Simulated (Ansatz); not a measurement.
## Worked example: correlation energy of Ge$_{2}$⁺, doublet

Geometry: a point of a stretch scan, not a stationary point.

```xyz
2

Ge    0.0000    0.0000    0.0000
Ge    0.0000    0.0000    3.3640
```

Basis cc-pVDZ; Ansatz 0.2.0. Only valence electrons are correlated (noble-gas cores and the filled d shells of p-block atoms frozen), which leaves 7 electrons in 26 orbitals. R marks a restricted (for open shells ROHF) determinant. No spin–orbit coupling is included, and no scalar relativity.

Full CI is exact within this basis and frozen core; it isn't the basis-set limit.

RCCSD has a T1 diagnostic of 0.025 and a largest doubles amplitude of 0.19.

The cluster runs stand on a determinant 0.48 eV above the lowest RHF solution, chosen by a search with trial CCSD; the correlation energy below is counted from it.

Runs differ by some tens of microhartree through their thresholds and, for an open shell, their frozen cores, so steps under 0.03 kcal/mol mean nothing.

```tsv
level	total energy (hartree)
RHF determinant under the cluster runs	-4150.306480
RMP2	-4150.428488
RCCSD*	-4150.461251
RCCSD(T)*	-4150.470824
RCCSDT*	-4150.473018
RCCSDT(Q)*	-4150.473822
full CI	-4150.473978
```

Q: What is the correlation energy at full CI, and what share of it do RMP2 and RCCSD(T) recover?

A: E(corr) = -4150.473978 − (-4150.306480) = -0.167498 hartree = -4.558 eV. RMP2: -0.122008 / -0.167498 = 72.84 %. RCCSD(T): -0.164344 / -0.167498 = 98.12 %.

Q: By how many kcal/mol does RCCSD(T) miss full CI (1 hartree = 627.509 kcal/mol), and which steps make up the rest?

A: -4150.470824 − (-4150.473978) = 0.003154 hartree = 1.98 kcal/mol. Steps: RCCSDT − RCCSD(T) = -1.38, RCCSDT(Q) − RCCSDT = -0.50, full CI − RCCSDT(Q) = -0.10 kcal/mol. With more than one leading determinant such errors change with state and geometry, and needn't cancel in differences.

An asterisk marks runs whose energy the program itself flagged as in doubt.
